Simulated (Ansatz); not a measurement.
Isolated molecules relaxed with PBE0-D4/def2-TZVP in Ansatz; ΔE leaves out vibrations. CCSD(T)/CBS adds triple-zeta CCSD(T) − MP2 to the extrapolated MP2 energy (def2 sets, frozen cores). DFT in def2-TZVPP. One conformer a species, not always the lowest.

Reaction (isomerisation): `CCC(N)=O` → `C/C=C(\N)O`

| level | ΔE (kJ/mol) |
| --- | --- |
| PBE-D4 | 103.0 |
| PBE | 103.3 |
| SCS-MP2/def2-TZVPP | 108.0 |
| CCSD/CBS(def2) | 101.7 |

Problem. What does CCSD(T)/CBS give? (An estimate is asked.)

Solution. Computed: +100.8 kJ/mol. The listed levels differ from it by 2.2, 2.5, 7.2, 0.9 kJ/mol.

Largest T1 diagnostic among the species: 0.013.

In def2-TZVPP, CCSD(T) changes the Hartree–Fock value by −15.6 kJ/mol (the triples alone add −0.9 kJ/mol) and MP2 by −13.2 kJ/mol.
